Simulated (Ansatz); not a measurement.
Results of the Gaussian-basis code of Ansatz.

A structure relaxed at PBE0-D4/def2-TZVP, charge 0, multiplicity 1:

```tsv
atom	x (Å)	y (Å)	z (Å)
C1	1.3718	-0.1099	-0.8749
C2	0.1803	-0.1098	-0.2855
C3	-1.0718	0.3371	-0.9673
C4	0.0319	-0.5611	1.1389
O5	-0.4799	0.4572	1.9800
H6	2.2601	-0.4425	-0.3477
H7	1.4997	0.2112	-1.9031
H8	-1.7792	-0.4948	-1.0519
H9	-0.8713	0.7226	-1.9674
H10	-1.5729	1.1123	-0.3821
H11	0.9914	-0.9404	1.5120
H12	-0.6950	-1.3773	1.2005
H13	0.1350	1.1954	1.9485
```

Q: Give its formula and SMILES.

A: C4H8O, `C=C(C)CO`.

Q: Point group (tolerance 0.08 Å, 0.16 Å for H)?

A: C1.

Q: Summarise the bond lengths by kind.

A: 3 × C–C 1.329 to 1.501 Å; 7 × C–H 1.085 to 1.097 Å; 1 × C–O 1.416 Å; 1 × H–O 0.961 Å.
